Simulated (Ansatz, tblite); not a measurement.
Spin states of P₄⁺, each relaxed with PBE-D4/def2-TZVP in Ansatz. Electronic energies in the gas phase.

The xTB rows come from tblite. LC-ωPBE has ω = 0.4 bohr⁻¹. B3LYP takes the VWN-RPA correlation. Correlated methods freeze 20 core orbitals. The structure comes from a short search, and lower isomers may exist.

Doublet geometry (D2d within 0.1 Å):

```xyz
4

P     0.563    0.931   -0.850
P    -1.356    0.113   -0.234
P     0.251   -1.349   -0.149
P     0.541    0.305    1.233
```

Quartet geometry (C2v within 0.1 Å):

```xyz
4

P     1.509    0.067   -0.894
P     0.477   -0.313    1.033
P    -1.381    0.846    0.677
P    -0.605   -0.600   -0.816
```

⟨S²⟩: doublet 0.76 at PBE0-D4/def2-TZVP (pure 0.75), quartet 3.77 at PBE0-D4/def2-TZVP (pure 3.75).

Only these spin states were relaxed. The quartet has other bonds than the doublet, so the gap mixes isomer and spin.

(1) Estimate which spin state lies lowest at each of these levels, and by how much: GFN1-xTB; GFN2-xTB; HF/STO-3G; HF/def2-TZVP; HF/def2-TZVPP; PBE-D4/def2-TZVP; r2SCAN-D4/def2-TZVP; r2SCANh-D4/def2-TZVP; B3LYP-D4/def2-TZVP; PBE0-D4/def2-TZVP; r2SCAN0-D4/def2-TZVP; LC-ωPBE/def2-TZVP; RPA@PBE/def2-TZVP; MP2/def2-TZVP; MP2/def2-TZVPP; CCSD/def2-TZVPP; CCSD(T)/def2-TZVPP.

Answers

(1) 
```csv
level,quartet − doublet (kcal/mol),lowest of these,remarks
GFN1-xTB,53.7,doublet,–
GFN2-xTB,43.8,doublet,–
HF/STO-3G,4.3,doublet,"spin-contaminated (⟨S²⟩ 0.83) (doublet), spin-contaminated (⟨S²⟩ 3.93) (quartet)"
HF/def2-TZVP,23.5,doublet,–
HF/def2-TZVPP,23.5,doublet,–
PBE-D4/def2-TZVP,42.8,doublet,–
r2SCAN-D4/def2-TZVP,40.7,doublet,–
r2SCANh-D4/def2-TZVP,40.3,doublet,–
B3LYP-D4/def2-TZVP,39.9,doublet,–
PBE0-D4/def2-TZVP,41.8,doublet,–
r2SCAN0-D4/def2-TZVP,39.8,doublet,–
LC-ωPBE/def2-TZVP,40.9,doublet,–
RPA@PBE/def2-TZVP,43.4,doublet,–
MP2/def2-TZVP,50.0,doublet,–
MP2/def2-TZVPP,50.1,doublet,–
CCSD/def2-TZVPP,41.4,doublet,–
CCSD(T)/def2-TZVPP,43.8,doublet,–
```

Change of the quartet − doublet gap on mixing in exact exchange, in kcal/mol: PBE to PBE0 (25 % exact exchange) -1.0; r2SCAN to r2SCANh (10 % exact exchange) -0.3; r2SCAN to r2SCAN0 (25 % exact exchange) -0.9. The xTB methods have no spin-polarisation term.
